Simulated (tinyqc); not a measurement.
Inside a calculation. Method: Pariser-Parr-Pople SCF with singles CI, for the molecule c1cnc[cH-]1 (SMILES; centres numbered as the heavy atoms are written). One step of it, computed by the program tinyqc.

Question. Iteration 1: orbitals and new P. Diagonalise F (the basis is taken as orthonormal) and form P = 2 sum c c over the lowest orbitals.

F (eV), lower triangle:
```
           1C         2C         3N         4C         5C
1C  -1.015635
2C  -4.360563  -0.432119
3N   0.480979  -3.953943  -2.470176
4C   0.309137   0.784665  -3.953333  -0.431726
5C  -3.989139   0.308729   0.481205  -4.361169  -1.015317
```

pi electrons, sum of z_r less the charge = 6

Give: orbital energies; P after iteration 1.

Answer.

orbital energies (eV): -8.4093  -4.6486  -4.2397  5.9358  5.9968

P after iteration 1, lower triangle:
```
         1C       2C       3N      4C      5C
1C   1.1922
2C   0.7055   1.1020
3N  -0.2464   0.5955   1.4117
4C  -0.2068  -0.3073   0.5954  1.1021
5C   0.6015  -0.2068  -0.2464  0.7056  1.1921
```
